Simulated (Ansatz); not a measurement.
The same path of CH$_{4}$BCl (7 atoms, charge 0, multiplicity 1) was run twice with different band settings. Lost on the way: B1–H2, B1–C3. Made: H2–C3.

Computed with Ansatz 0.2.0, RKS PBE-D4/def2-SVP.

Relaxed end points:

```xyz
7
Properties=species:S:1:pos:R:3
B 0.244 -0.048 0.368
H -0.063 -0.332 1.510
C 1.726 0.026 -0.107
H 2.208 -0.962 0.072
H 1.872 0.314 -1.165
H 2.286 0.731 0.548
Cl -1.102 0.270 -0.726
```

```xyz
7
Properties=species:S:1:pos:R:3
B -1.549 0.022 0.502
H 1.284 0.223 1.034
C 2.036 0.060 0.238
H 1.956 -0.978 -0.135
H 1.853 0.766 -0.593
H 3.049 0.227 0.649
Cl -1.457 -0.320 -1.196
```

Common settings: movable images 9; climbing image yes; spring 5.0 eV/Å²; optimiser quadratic models (default); start path through a guess of the saddle point; iteration limit 60; end points relaxed.

| run | force threshold |
| --- | --- |
| 1 | 0.05 eV/Å |
| 2 | 0.2 eV/Å |

Problem. What does each run give, and how far can it be trusted?

Solution. Run 1: converged after 16 iterations, highest image 4.166 eV above the first end. Neighbouring images differ by up to 2.1 eV, so the band resolves the path poorly. A vibrational analysis at the climbing image gives one clearly imaginary mode, 1237i cm⁻¹: a first-order saddle point.
Run 2: converged after 14 iterations, highest image 4.168 eV above the first end. The threshold of 0.2 eV/Å is loose, so the images may lie well off the minimum-energy path. Neighbouring images differ by up to 2.1 eV, so the band resolves the path poorly. Another band between the same ends (9 images) ends at a top of the same energy, where a vibrational analysis finds 1 clearly imaginary mode.
The orbitals stay closed-shell, which can raise the energy where a bond breaks towards radicals; this wasn't checked here.
